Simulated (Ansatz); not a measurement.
# SiH3O− (SMILES [O-][SiH3]): a relaxed scan of the bond length Si2–H3

One table from this session's results is given with a row withheld; the runs are named, their logs left out.

Program: Ansatz 0.2.0, Gaussian basis. Level of theory: single points in def2-TZVPPD. These are calculated values, not measurements.

Levels: PBE-D4, r2SCAN-D4, PBE0-D4, B3LYP-D4, wB97M-V, Hartree-Fock, MP2, CCSD, CCSD(T). The scan takes 1.317, 1.362, 1.428, 1.505, 1.590, 1.683, 1.780, 1.883, 1.991 Å.

Correlated methods freeze the cores. B3LYP uses VWN-RPA correlation.

28 further runs of the same task are left out: 28 set aside as unsound or not needed.

## Starting geometry

The minimum, relaxed at PBE0-D4: SMILES `[O-][SiH3]`, 5 atoms, charge -1, spin multiplicity 1.

Atoms are counted from 1 here; the program's logs count them from 0.

Bond lengths: O1–Si2 1.564 Å, Si2–H3 1.531 Å, Si2–H4 1.531 Å, Si2–H5 1.531 Å. Angles: O1–Si2–H3 117.0°, O1–Si2–H4 117.0°, O1–Si2–H5 117.0°, H3–Si2–H4 101.0°, H3–Si2–H5 101.0°, H4–Si2–H5 101.0°.

As a file:

```csv
atom,x (Å),y (Å),z (Å)
O1,-1.4799,0.2783,0.7174
Si2,-0.0922,0.0173,0.0448
H3,-0.0906,-0.2504,-1.4628
H4,0.7134,-1.1805,0.5560
H5,0.9493,1.1353,0.1445
```

Energies of the minimum (eV), from earlier single points: PBE-D4 -9969.92570, r2SCAN-D4 -9974.46655, PBE0-D4 -9970.58896, B3LYP-D4 -9977.16875, wB97M-V -9974.81653, CCSD(T) -9960.59404.

At the minimum the bond length Si2–H3 is 1.531 Å.

Set-up of the first run:

relax/in.yaml

```yaml
crystal:
  periodic: [false, false, false]
  atoms:
    - {symbol: O, position_ang: [-1.479913, 0.278298, 0.717421]}
    - {symbol: Si, position_ang: [-0.092206, 0.017255, 0.044824]}
    - {symbol: H, position_ang: [-0.090793, -0.212954, -1.251899]}
    - {symbol: H, position_ang: [0.713397, -1.180475, 0.556038]}
    - {symbol: H, position_ang: [0.949285, 1.135320, 0.144534]}
basis:
  gaussian: {orbitals: def2-TZVPD}
total_charge: -1
hamiltonian: {xc: pbe0, dispersion: d4}
relax: {f_tol: 0.005, max_steps: 200, constraints: [{distance: [1, 2]}]}
```

No record of the launch command was kept for these runs.

Among the steps run: Si2–H3 = 1.317 Å; Si2–H3 = 1.362 Å; Si2–H3 = 1.428 Å; Si2–H3 = 1.505 Å; Si2–H3 = 1.590 Å; Si2–H3 = 1.683 Å; Si2–H3 = 1.780 Å; Si2–H3 = 1.883 Å; Si2–H3 = 1.991 Å.

One of the session's tables, all rows but one given; the rest of the session is left out.

It belongs to the step «The curves». Energies less that of the minimum at the same level (eV):

| bond length (Å) | PBE-D4 | PBE0-D4 | B3LYP-D4 | wB97M-V | Hartree-Fock |
| --- | --- | --- | --- | --- | --- |
| 1.317 | 0.467 | 0.441 | 0.419 | 0.409 | 0.419 |
| 1.362 | 0.276 | 0.255 | 0.239 | 0.230 | 0.234 |
| 1.428 | 0.099 | 0.085 | 0.076 | 0.070 | 0.070 |
| 1.505 | 0.009 | 0.005 | 0.003 | 0.001 | 0.000 |
| 1.531 (minimum) | 0.000 | 0.000 | 0.000 | 0.000 | 0.000 |
| 1.590 | 0.012 | 0.021 | 0.024 | 0.029 | 0.032 |
| 1.683 | 0.097 | 0.122 | 0.125 | 0.142 | 0.155 |
| 1.780 | ? | ? | ? | ? | ? |
| 1.883 | 0.418 | 0.485 | 0.468 | 0.535 | 0.578 |
| 1.991 | 0.636 | 0.724 | 0.698 | 0.780 | 0.843 |

**Question.** Estimate the row for bond length (Å) = 1.780.

Worked estimate for «PBE-D4». A straight line through the neighbours (1.683, 0.097) and (1.883, 0.418) gives 0.097 + (0.418 − 0.097) × (1.780 − 1.683) / (1.883 − 1.683) = 0.253; a parabola fitted to 4 rows on both sides gives 0.235.

The run gave: PBE-D4: 0.237; PBE0-D4: 0.281; B3LYP-D4: 0.277; wB97M-V: 0.316; Hartree-Fock: 0.342. In «PBE-D4» the line misses by +0.016 and the parabola by -0.002.

Caveats from the session: A polynomial through the near points puts the CCSD(T) minimum 0.008 Å below the PBE0-D4 value.
